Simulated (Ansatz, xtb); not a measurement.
Isomers of C4H2F+ in order of energy

5 gas-phase structures of C4H2F+, found in a search over its isomers (lower ones may exist). Each was relaxed with GFN2-xTB; where two conformers were screened, the lower at r2SCAN-D4/def2-SVP is listed:

A. `[CH+]=C1C=C1F`, a singlet
B. `C#CC=[C+]F`, a singlet
C. a singlet given by its coordinates
D. `C=C=C=[C+]F`, a singlet
E. `[CH+]=C=C=CF`, a singlet

C (Å):

```yaml
atoms:
  - { symbol: C, position_ang: [-2.4587, -0.7507, 0.2693] }
  - { symbol: C, position_ang: [-1.3637, -0.2136, 0.1249] }
  - { symbol: C, position_ang: [-0.3188, 0.8678, 0.3544] }
  - { symbol: C, position_ang: [0.0611, -0.0968, -0.3943] }
  - { symbol: F, position_ang: [-3.5711, -1.2824, 0.3964] }
  - { symbol: H, position_ang: [-0.3178, 1.7767, 0.9161] }
  - { symbol: H, position_ang: [0.6594, -0.7143, -1.0289] }
```

Close contacts (Å): C1–C2 1.23, C1–F5 1.24, C2–C3 1.52, C2–C4 1.52, C3–C4 1.28, C3–H6 1.07, C4–H7 1.07.

Q: Make a reasoned guess at their ranking by r2SCAN-D4/def2-SVP single-point energy.

A: Calculated order at r2SCAN-D4/def2-SVP: D (0.0), E (11.6), C (20.3), A (26.2), B (32.3) kcal/mol.

Energies above the lowest of each column, in kcal/mol; the last columns are at PBE0-D3(BJ)/pcseg-1 geometries and were run for some of them only (a dash: not run or not comparable):

```json
{"structure": "D", "GFN2-xTB": "0.0", "HF/STO-3G": "0.0", "r2SCAN-D4/def2-SVP": "0.0", "PBE0-D3(BJ)/pcseg-1": "0.0", "CCSD(T)/def2-SVP + ΔMP2/def2-TZVPP": "0.0"}
{"structure": "E", "GFN2-xTB": "19.9", "HF/STO-3G": "12.1", "r2SCAN-D4/def2-SVP": "11.6", "PBE0-D3(BJ)/pcseg-1": "8.7", "CCSD(T)/def2-SVP + ΔMP2/def2-TZVPP": "6.6"}
{"structure": "C", "GFN2-xTB": "19.7", "HF/STO-3G": "19.1", "r2SCAN-D4/def2-SVP": "20.3", "PBE0-D3(BJ)/pcseg-1": "–", "CCSD(T)/def2-SVP + ΔMP2/def2-TZVPP": "–"}
{"structure": "A", "GFN2-xTB": "23.8", "HF/STO-3G": "29.4", "r2SCAN-D4/def2-SVP": "26.2", "PBE0-D3(BJ)/pcseg-1": "–", "CCSD(T)/def2-SVP + ΔMP2/def2-TZVPP": "–"}
{"structure": "B", "GFN2-xTB": "24.7", "HF/STO-3G": "25.6", "r2SCAN-D4/def2-SVP": "32.3", "PBE0-D3(BJ)/pcseg-1": "–", "CCSD(T)/def2-SVP + ΔMP2/def2-TZVPP": "–"}
```

Every level run on D puts it lowest or level with the lowest. Frequencies (PBE0-D3(BJ)/pcseg-1) were run for D, E alone. Large T1 diagnostics make some coupled-cluster values less sure. ΔMP2 is the change of the MP2 energy from the smaller to the larger basis.

Over these structures GFN2-xTB departs from r2SCAN-D4/def2-SVP by 3.7 kcal/mol on average once a common shift is removed. A GFN2-xTB relaxation took about 0.27 s and the r2SCAN-D4/def2-SVP energy about 3 s on a shared host (Ansatz 0.2.0, xtb 6.7.1).
